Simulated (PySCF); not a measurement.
Species, as SMILES: C#C (C2H2).
Geometry (B3LYP-D3(BJ)/def2-TZVP, fixed):
```xyz
4

C      0.0000     0.0000    -0.5984
C      0.0000     0.0000     0.5984
H      0.0000     0.0000     1.6611
H      0.0000     0.0000    -1.6611
```
Charge 0, spin multiplicity 1.

Basis-set convergence of the isotropic shielding of H3 at HF with PySCF. GIAO, no density fitting; atoms are numbered in the order shown. All functions are spherical. No added dispersion term, no relativity. Reference: the value in pcseg-3, 30.24 ppm, itself unsure by roughly 0.05 ppm (its distance from pcSseg-2). Deviations are taken from unrounded values.

| basis | functions |
|---|---|
| pcseg-0 | 22 |
| pcseg-1 | 38 |
| aug-pcseg-1 | 64 |
| pcseg-2 | 88 |
| aug-pcseg-2 | 138 |
| pcseg-3 | 186 |

**Question.** Which is the smallest pcseg set listed that can be trusted to 0.2 ppm here, that is, within that of the reference together with its larger relatives (same family, alike in diffuse functions; a set with none to test it counts only in the reference's own line)?

**Answer.** The smallest set listed that lies within 0.2 ppm of the reference with all its larger relatives (same family, alike in diffuse functions; a set with none counts only in the reference's own line) is pcseg-1 (38 functions, -0.04 ppm off). Value minus reference: pcseg-0 1.48, pcseg-1 -0.04, aug-pcseg-1 0.06, pcseg-2 0.10, aug-pcseg-2 0.06, pcseg-3 0.00 ppm.
